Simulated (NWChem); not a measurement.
System: hydrogen isocyanide (CHN); SMILES [C-]#[NH+]

```xyz
3

C      0.0000     0.0000     0.7553
N      0.0000     0.0000    -0.4288
H      0.0000     0.0000    -1.4413
```
Atoms are numbered in this order, from 1.

Program: NWChem. Pople sets run with spherical d functions. The geometry was optimised at PBE-D3(BJ)/def2-SVP. Vertical excitations in the gas phase; the lowest state need not have the same character in each row.

| level | lowest excitation, singlet (eV) | lowest state with f > 0.02, singlet (eV) | orbital gap (eV) |
|---|---|---|---|
| PBE/6-31+G*, TDA | 7.45 | 7.45 | 6.69 |
| B3LYP/6-31+G*, TDA | 8.21 | 8.21 | 8.91 |
| Hartree-Fock/6-31+G*, CIS | 8.13 | 8.90 | 15.31 |
| LRC-wPBEh/6-31+G*, TDA | (withheld) | (withheld) | (withheld) |

What belongs in the gaps?


- LRC-wPBEh/6-31+G*, TDA, lowest excitation, singlet (eV): 8.31
- LRC-wPBEh/6-31+G*, TDA, lowest state with f > 0.02, singlet (eV): 8.44
- LRC-wPBEh/6-31+G*, TDA, orbital gap (eV): 12.74
